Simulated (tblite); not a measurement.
Species: C4H9NO.
SMILES with atom numbers: `[H]/[N:6]=[C:4](/[CH2:3][O:2][CH3:1])[CH3:5]` (hydrogens: H7, H8, H9 on C1; H10, H11 on C3; H12, H13, H14 on C5; H15 on N6)

Computed with GFN2-xTB (tblite), gas phase: Langevin dynamics at 400 K from the optimised GFN2-xTB geometry, time step 0.5 fs, friction 0.01 fs⁻¹, 2000 steps. The instantaneous temperature is 2·E(kin)/(3Nk) with all 3N coordinates.

```csv
t (fs),T (K),E(pot) above start (eV),C1–O2 (Å),O2–C3 (Å),C3–C4 (Å),C4–C5 (Å),C4=N6 (Å),C1–H7 (Å),C1–O2–C3–C4 (°)
0,319,0.000,1.407,1.410,1.515,1.500,1.257,1.096,73
25,258,0.353,1.402,1.457,1.526,1.520,1.240,1.101,63
50,218,0.508,1.377,1.388,1.487,1.536,1.231,1.093,62
75,185,0.434,1.448,1.428,1.516,1.485,1.279,1.115,62
100,293,0.392,1.465,1.400,1.480,1.508,1.275,1.118,60
125,321,0.431,1.407,1.407,1.540,1.508,1.253,1.098,62
150,256,0.574,1.373,1.415,1.477,1.473,1.233,1.071,69
175,297,0.673,1.407,1.462,1.492,1.476,1.272,1.078,68
200,364,0.764,1.409,1.437,1.606,1.527,1.269,1.102,55
225,354,0.685,1.403,1.355,1.470,1.516,1.244,1.136,67
250,371,0.625,1.441,1.428,1.519,1.490,1.278,1.092,70
275,378,0.573,1.416,1.475,1.535,1.467,1.257,1.119,59
300,293,0.725,1.373,1.432,1.517,1.478,1.219,1.049,63
325,407,0.690,1.366,1.396,1.546,1.534,1.283,1.102,80
350,388,1.050,1.462,1.393,1.451,1.539,1.277,1.156,86
375,427,0.588,1.460,1.399,1.549,1.502,1.242,1.141,81
400,500,0.666,1.407,1.393,1.508,1.471,1.286,1.127,78
425,354,0.858,1.389,1.362,1.549,1.503,1.264,1.078,79
450,297,0.695,1.450,1.423,1.597,1.484,1.254,1.098,74
475,504,0.567,1.410,1.446,1.511,1.466,1.272,1.121,95
500,511,0.789,1.393,1.424,1.510,1.516,1.261,1.145,103
525,388,0.852,1.408,1.423,1.533,1.465,1.261,1.107,91
550,310,0.783,1.411,1.400,1.594,1.499,1.259,1.100,82
575,382,0.827,1.437,1.406,1.564,1.444,1.274,1.039,73
600,501,0.669,1.446,1.382,1.512,1.529,1.245,1.085,82
625,500,0.721,1.412,1.405,1.535,1.559,1.272,1.104,84
650,483,0.659,1.420,1.433,1.498,1.507,1.292,1.091,76
675,564,0.567,1.413,1.415,1.563,1.476,1.249,1.134,87
700,454,0.689,1.420,1.443,1.571,1.511,1.248,1.114,84
725,465,0.625,1.356,1.435,1.456,1.485,1.257,1.098,65
750,328,0.862,1.402,1.420,1.525,1.567,1.253,1.057,59
775,417,0.551,1.415,1.419,1.484,1.505,1.276,1.096,67
800,309,0.573,1.422,1.437,1.480,1.506,1.243,1.148,68
825,370,0.453,1.405,1.425,1.493,1.504,1.288,1.150,77
850,334,0.559,1.431,1.424,1.511,1.510,1.277,1.106,81
875,360,0.688,1.408,1.413,1.501,1.570,1.213,1.040,84
900,509,0.679,1.427,1.410,1.490,1.526,1.262,1.050,78
925,489,0.897,1.357,1.422,1.482,1.517,1.302,1.129,70
950,446,1.064,1.349,1.437,1.534,1.601,1.245,1.149,60
975,367,0.926,1.423,1.366,1.477,1.545,1.238,1.105,65
1000,368,0.828,1.500,1.397,1.521,1.520,1.315,1.072,66
```

Q: From 500 fs on, how do temperature and potential energy compare with equipartition?

A: The mean temperature of these 21 frames is 422 K against the target 400 K, and the mean potential energy 0.73 eV against 39 × kT/2 = 0.67 eV for 39 classical harmonic modes. For 15 atoms in a canonical ensemble the temperature itself scatters by T·√(2/(3N)) = 84 K; here its standard deviation is 75 K. The whole run lasts only 10 friction times of 100 fs, so these averages carry a wide statistical error.

Q: What are the kinetic and total energies of the listed frame with the highest potential energy?

A: The one at 950 fs, 1.064 eV above the start. Its kinetic energy is 3NkT/2 = 0.865 eV at 446 K, so the sum is 1.93 eV; over the listed frames the sum runs from 0.62 to 1.93 eV, since the thermostat adds and removes energy.

Q: How much do the listed bonds fluctuate from 500 fs on?

A: 
```csv
bond,at the start (Å),mean (Å),standard deviation (Å)
C1–O2,1.407,1.412,0.032
O2–C3,1.410,1.416,0.018
C3–C4,1.515,1.516,0.035
C4–C5,1.500,1.517,0.036
C4=N6,1.257,1.263,0.023
C1–H7,1.096,1.101,0.034
```

The motion is classical and holds no zero-point motion.

The cost below is that of the whole dynamics run. Time: 22 s wall; peak memory 0.18 GiB. Hardware: an Intel Xeon at 2.50 GHz with one thread, shared host.
